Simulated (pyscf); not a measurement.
Thermochemistry of product channels of `[SiH2]=[GeH2]` on the singlet surface, in kJ/mol, from ωB97M-D3(BJ)/def2-TZVP energies (ideal gas, 1 atm, RRHO with modes under 100 cm⁻¹ raised to 100, one conformer, R ln 2 for chiral ones without a mode under 150 cm⁻¹). Single points on ωB97X-D3(BJ)/def2-SVP structures (PySCF, gas phase).

```tsv
products	ΔE	ΔH(298 K)	ΔG(298 K)	ΔG(900 K)
`[Si]=[GeH2]` [singlet] + `[H][H]`	+171.5	+161.7	+128.3	…
`[SiH3][GeH]` [singlet]	…	-33.7	-36.4	-41.6
```

Q: What belongs in the gaps?

A: 
- `[Si]=[GeH2]` [singlet] + `[H][H]`, ΔG(900 K): +58.8
- `[SiH3][GeH]` [singlet], ΔE: -33.1

These are energies of the channels, which say nothing of barriers. H₂Si=GeH₂ may be a fragile minimum: a first optimisation, from another start, lost the drawn bonds. :Si=GeH₂ [singlet] may be a fragile minimum: a first optimisation, from another start, lost the drawn bonds. Elements up to Kr have no core potential and no relativistic terms here.
